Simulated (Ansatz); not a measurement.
This geometry of BClH2 + FH (6 atoms, charge 0, multiplicity 1) is a first-order saddle point.

Level of theory: RKS PBE/def2-SVP (Ansatz 0.2.0).

```xyz
6
Properties=species:S:1:pos:R:3
B 0.012 -0.212 0.029
Cl 0.003 0.219 2.010
H 1.070 0.147 -0.432
H -1.070 0.079 -0.427
F 0.059 -1.720 0.400
H 0.047 -1.243 1.501
```

(1) Which two structures does it join? (They come from a converged band through this point; their orientation in space is the band's.)

(2) How far does it lie above each of them?

## Answers

(1) Bonds broken: B1–Cl2, F5–H6. Bonds formed: B1–F5, Cl2–H6. BClH2 + FH becomes BFH2 + ClH.

Initial state:

```xyz
6
Properties=species:S:1:pos:R:3
B 0.005 0.004 0.129
Cl -0.007 0.471 1.904
H 1.066 0.152 -0.431
H -1.066 0.083 -0.427
F 0.064 -1.828 0.483
H 0.059 -1.610 1.422
```

Final state:

```xyz
6
Properties=species:S:1:pos:R:3
B 0.016 -0.357 -0.406
Cl 0.006 0.116 2.422
H 1.075 0.221 -0.565
H -1.080 0.151 -0.559
F 0.059 -1.678 -0.191
H 0.045 -1.182 2.380
```

(2) 3.6 kcal/mol above the first and 13.8 kcal/mol above the second. This is the barrier of this one path; another mechanism may lie lower. The orbitals stay closed-shell, which can raise the energy where a bond breaks towards radicals; this wasn't checked here.

Time of the run: 56 s on 1 thread of Arm Neoverse V1 (shared host), peak memory 0.1 GiB.
